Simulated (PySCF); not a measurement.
Which determinant of PH lies lowest?

Unrestricted PBE0; P 6-31G(d,p), H 6-31G(d,p); no relativity (PySCF 2.14). Outer shells of the fragments: P 3s2 3p3; H 1s1.

Followed along the bond (rough minima from three points):

```json
{"2Ms+1": "3", "unpaired": "π ↑↑", "⟨S²⟩ at the start": "2.01", "R at minimum (Å)": "1.43", "Te (eV)": "0.00"}
{"2Ms+1": "1", "unpaired": "π ↑↓", "⟨S²⟩ at the start": "1.01", "R at minimum (Å)": "1.43", "Te (eV)": "0.40"}
{"2Ms+1": "1", "unpaired": "none", "⟨S²⟩ at the start": "0.00", "R at minimum (Å)": "1.43", "Te (eV)": "1.63"}
{"2Ms+1": "5", "unpaired": "σ ↑↑, π ↑↑", "⟨S²⟩ at the start": "6.00", "R at minimum (Å)": "none in the scan", "Te (eV)": "≤ 6.64"}
```

Solutions found at the starting distance of 1.385 Å, counted from the lowest of them; the search is not exhaustive and high or unbound solutions are not listed, so other states can lie among these:

| 2Ms+1 | unpaired | term | E (eV) | ⟨S²⟩ | ⟨Lz²⟩ | μ (D) |
| --- | --- | --- | --- | --- | --- | --- |
| 3 | π ↑↑ | ³Σ⁻ | 0.00 | 2.01 | 0.00 | 0.80 |
| 1 | π ↑↓ | mixed | 0.41 | 1.01 | 2.01 | 0.78 |
| 1 | none | mixed | 1.63 | 0.00 | 2.00 | 0.81 |
| 3 | σ ↑, π ↑ | ³Π | 3.74 | 2.01 | 1.01 | 0.82 |
| 1 | σ ↓, π ↑ | mixed | 4.23 | 1.02 | 1.00 | 1.09 |
| 3 | σ ↑, π ↑ | ³Π | 7.10 | 2.00 | 1.00 | 0.17 |
| 5 | σ ↑↑, π ↑↑ | ⁵Σ⁻ | 7.43 | 6.00 | 0.00 | 0.02 |
| 1 | σ ↓, π ↑ | mixed | 7.45 | 1.01 | 1.01 | 0.15 |
| 3 | σ ↑↑, π ↑↓ | mixed | 8.67 | 3.01 | 2.02 | 0.26 |
| 1 | σ ↓↓, π ↑↑ | mixed | 9.12 | 2.00 | 0.00 | 0.40 |

A term symbol is given only where ⟨S²⟩ and ⟨Lz²⟩ are close to those of a pure state; real π, δ and φ orbitals otherwise mix terms. A positive dipole means P(−)H(+).

Counting both spins, an empty level lies below a filled one in some of these solutions, because spin and occupation are held.
